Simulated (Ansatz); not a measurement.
Lattice constant a (Å) of solids drawn from the class of elemental solids other than molecular ones, at two levels: PBE (PAW; Ansatz, a first-principles code), and r²SCAN0 (plane waves, PAW; Ansatz).

```csv
solid,PBE,r²SCAN0,shift (%)
fcc Ag,4.147,4.115,-0.77
bcc Na,4.197,4.240,+1.02
grey tin (α-Sn),6.655,6.503,-2.28
bcc Nb,3.310,3.298,-0.36
fcc Rh,3.830,3.765,-1.70
fcc Ca,5.526,5.606,+1.45
fcc Au,4.158,4.114,-1.06
```

The shifts run from -2.28 % to +1.45 %, with a median of -0.77 %.

Of 7 rows, r²SCAN0 is the larger in 2 and the smaller in 5.

Ansatz's runs of these crystals have no spin polarisation. Meta-GGAs and exact exchange favour moments, which can bear on fcc Rh.

Spin–orbit coupling is left out, also for the solids with elements from indium on (grey tin (α-Sn), fcc Au); its size isn't shown.

Exact exchange on metals is sensitive to the k mesh.

Ansatz's density-functional and Hartree–Fock values are scalar-relativistic unless marked +SOC, with PAW data made under PBE.
